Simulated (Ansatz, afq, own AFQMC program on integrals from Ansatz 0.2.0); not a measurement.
Atomization energy of CH$_{5}$ClGeO, singlet

```xyz
9

C    -0.2639    1.1686   -0.3515
Ge   -0.2554   -0.6465    0.3237
O     1.3046   -1.1011    1.0279
Cl   -0.6404   -1.9528   -1.3708
H    -1.2519    1.4069   -0.7710
H    -0.0388    1.8724    0.4633
H     0.4897    1.2810   -1.1440
H    -1.2795   -0.9586    1.4178
H     2.0242   -1.1166    0.3875
```

Atoms in their ground-state spins without spin–orbit coupling (mostly on UHF) minus the molecule (RHF), without zero-point energy. The geometry is a stationary point, not shown to be a minimum.

Basis def2-TZVP. Noble-gas cores (and the filled d shells of Ga–Kr and In–Xe) are frozen. Ansatz 0.2.0 and our own AFQMC program on the same integrals; the CISD trial comes from CCSD amplitudes, and released means the phaseless constraint is let go. ± is one standard error of the sampling. No spin–orbit coupling. The errors of all members are added in quadrature.

No full CI on the walks' own integrals is used here. The released AFQMC energy serves as the reference, which it does only where one determinant dominates, the energy is flat over the last release times and near the phaseless one (40 meV or 2 meV an electron, half that with transition metals). On small molecules, where full CI could be run and the noise was under 10 meV, such values lay within 10 meV of it in 19 cases of 20, a flattering rate, since the rule was set on those same cases; what remains of the bias isn't in the error bar. Each member takes its own surest rung, up to full CI.

The best estimate is CCSD(T) at the basis-set limit (CBS: def2-TZVPP and def2-QZVPP, with their diffuse functions for anions and beside diffuse sets, CCSD(T) itself extrapolated) plus the step from CCSD(T) to AFQMC with the constraint released in def2-TZVP. Rows without CBS are in def2-TZVP; B2PLYP and the wave-function rows carry a basis error of their own. Core correlation and relativity beyond core potentials are missing, and ± holds the sampling alone.

Cautions: inner d shell frozen; no relativity below Rb; no spin-orbit coupling; CH₅ClGeO (singlet): the released value is read at 0.90 1/Eh with a noise of 21 meV, more than in the cases checked (meV from the phaseless value at times in 1/Eh: 3 ± 18 at 0.21, 21 ± 24 at 0.42, 43 ± 30 at 0.63, 21 ± 21 at 0.90); other spins of the molecule weren't checked.

```tsv
level	atomization energy (kcal/mol)
PBE	738.3
r2SCAN	736.4
MP2	721.1
```

**Question.** From these cheaper values, estimate the atomization energy at the level of the best estimate.

**Answer.** 739.2 ± 0.5 kcal/mol (best estimate, highest rung released AFQMC).

```csv
level,atomization energy (kcal/mol),error against the best estimate (kcal/mol)
HF,533.7,-205.5 ± 0.5
CCSD,700.3,-38.9 ± 0.5
CCSD(T),710.4,-28.8 ± 0.5
ph-AFQMC/CISD,710.5 ± 0.5,-28.7 ± 0.7
released AFQMC,709.8 ± 0.5,-29.3
HF/CBS,536.1,-203.1 ± 0.5
MP2/CBS,751.8,12.6 ± 0.5
CCSD(T)/CBS,740.1,0.9 ± 0.5
PBE0,727.7,-11.5 ± 0.5
B3LYP,722.3,-16.9 ± 0.5
wB97M-V,734.3,-4.9 ± 0.5
B2PLYP,721.8,-17.4 ± 0.5
```

Correlation beyond CCSD(T) changes it by less than twice the noise. Going to the basis-set limit adds 29.7 kcal/mol at CCSD(T). The perturbative (T) step is worth +10.0 kcal/mol.

Best estimates are given only where the step beyond CCSD(T) is under 0.3 eV and no member's determinant is very poor (T1 over 0.05, or 0.07 for open shells, ⟨S²⟩ too high by 0.3, two states mixed), so the hardest cases are missing from such tables.

The functionals ran in a triple-zeta set and keep a basis error of their own, a few kJ/mol for each bond in atomization energies and more for double hybrids, so close places among them and the extrapolated levels can swap.

Each member of a difference takes its own highest rung, so a best estimate needn't equal the limit plus the step of one row. Released energies are given only where the last usable release times agree within the noise; a slower fall can still hide under it.
